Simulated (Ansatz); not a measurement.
Input file:

```yaml
crystal:
  periodic: [false, false, false]
  atoms:
    - {symbol: H, position_ang: [0.000000, 0.000000, -1.303000]}
    - {symbol: H, position_ang: [0.000000, 0.000000, -0.150000]}
    - {symbol: Si, position_ang: [0.000000, 0.000000, 1.453000]}
basis:
  gaussian: {orbitals: cc-pVDZ}
magnetization: {spin_polarized: false, initial_magnetization: 2}
correlation: {method: fic_mrcisd_q, electrons: outside_noble_gas, active_space: {window: {electrons: 6, orbitals: 6}, shells: [{species: H, l: s, shell: 1}, {species: Si, l: s, shell: 3}, {species: Si, l: p, shell: 3}]}}
```

```sh
$ ansatz run in.yaml --threads 1 --pin off --events-out ev --progress --plain --max-ram 2393MiB
```

The program prints:

```
482 factors; integrals over basis functions are off by at most 2.2e-7 eV
mean field evaluation 1: about -7888.1264 eV, gradient 6.2e0 eV
mean field evaluation 2: about -7888.1267 eV, gradient 6.2e0 eV
mean field evaluation 4: about -7888.6535 eV, gradient 1.2e0 eV
mean field evaluation 8: about -7888.7398 eV, gradient 7.0e-2 eV
mean field evaluation 16: about -7888.2889 eV, gradient 6.7e-3 eV
mean field evaluation 32: about -7888.7397 eV, gradient 1.1e-1 eV
mean field -7888.73990001 eV, -289.9058441455 hartree, gradient 2.0e-6 eV, S^2 2.000000; 5 other end points of the search recorded, 0 dependent functions left out
reference -7888.73990001 eV, -289.9058441455 hartree; 9, 7 occupied and 19, 21 virtual orbitals, 482 factors
state -7889.85742896 eV, -289.9469125768 hartree
contracted CI cycle   1: correlation 0.00000000 eV, 0.0000000000 hartree, residual 9.38e0 eV
contracted CI cycle   2: correlation -1.84884693 eV, -0.0679438713 hartree, residual 2.00e0 eV
contracted CI cycle   3: correlation -1.92847127 eV, -0.0708700122 hartree, residual 4.41e-1 eV
contracted CI cycle   4: correlation -1.93240379 eV, -0.0710145296 hartree, residual 1.07e-1 eV
contracted CI cycle   5: correlation -1.93263340 eV, -0.0710229674 hartree, residual 2.80e-2 eV
contracted CI cycle   6: correlation -1.93264797 eV, -0.0710235028 hartree, residual 7.16e-3 eV
contracted CI cycle   7: correlation -1.93264887 eV, -0.0710235362 hartree, residual 1.79e-3 eV
contracted CI cycle   8: correlation -1.93264893 eV, -0.0710235383 hartree, residual 4.68e-4 eV
state -7889.85742896 eV, -289.9469125768 hartree; corrected -7891.89098287 eV, -290.0216443048 hartree
Total energy: -7891.89098287 eV, -290.0216443048 hartree
Checks for a lower state left out: starts, orbital_swaps
```

Natural occupations: 1.9732 1.9320 1.0000 0.9976 0.0585 0.0387.

For the same geometry and basis full CI lies 7.8 meV lower.

Ran on 1 thread of Arm Neoverse V2, shared host: 0.63 s wall, 0.13 GiB peak host memory.
